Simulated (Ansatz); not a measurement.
## Ruthenium, hcp: convergence with Methfessel-Paxton smearing

Computed with Ansatz, r²SCAN, scalar-relativistic PAW, on the relaxed cell (a = 2.706 Å, c = 4.258 Å (c/a = 1.574); spin not included). Errors count from a run at 500 eV on a Γ-centred 22×22×12 mesh with Fermi-Dirac smearing of 0.1 eV, extrapolated to zero width. Fixed here: cutoff 500 eV, mesh 13×13×8. The SCF starts from atomic densities corrected by a trained network.

```tsv
width (eV)	E(σ→0) error (meV/atom)	F error (meV/atom)	P (GPa)	SCF iterations
0.01	1.4	1.4	-0.22	6
0.03	1.4	1.4	-0.22	6
0.1	1.4	1.5	-0.23	6
0.2	1.9	2.0	-0.24	6
0.3	2.0	2.1	-0.23	6
0.6	1.9	4.3	-0.36	6
1.0	4.2	20.4	-1.04	6
```
